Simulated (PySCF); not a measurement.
Converging AlCl⁺ in the basis (CCSD(T))

PySCF, UHF reference; doublet, unpaired electrons σ ↑; De to Al⁺ + Cl without counterpoise correction. Frozen cores follow the default of each basis and core potential.

| basis | relativity | functions | Re (Å) | ωe (cm⁻¹) | De (eV) | frozen orbitals |
| --- | --- | --- | --- | --- | --- | --- |
| STO-3G | no relativity | 18 | 2.072 | 559 | n/a | 10 |
| pcseg-1 | no relativity | 36 | 2.035 | 598 | 1.41 | 10 |
| def2-TZVPPD | no relativity | 99 | 2.031 | 602 | 1.84 | 10 |

(1) How does each smaller set differ from the one with most functions, def2-TZVPPD?

Correlated steps freeze 10 core orbitals. Correlated levels converge slowly with the basis: in double zeta they bind strong bonds too weakly, by up to about 1 eV, and carry superposition errors of some tenths. For an ion De counts to the pair picked by the measured ionisation energies or electron affinities, which need not be the lowest pair at this level. STO-3G is very small, so such numbers show the basis as much as the molecule. The state was picked by a PBE0 search and need not be the measured ground state.

Results:

(1) STO-3G: +4.1 pm, -7.1 % in ωe; pcseg-1: +0.4 pm, -0.7 % in ωe, -0.43 eV in De. All at CCSD(T); the set with most functions is neither the basis-set limit nor always the best.
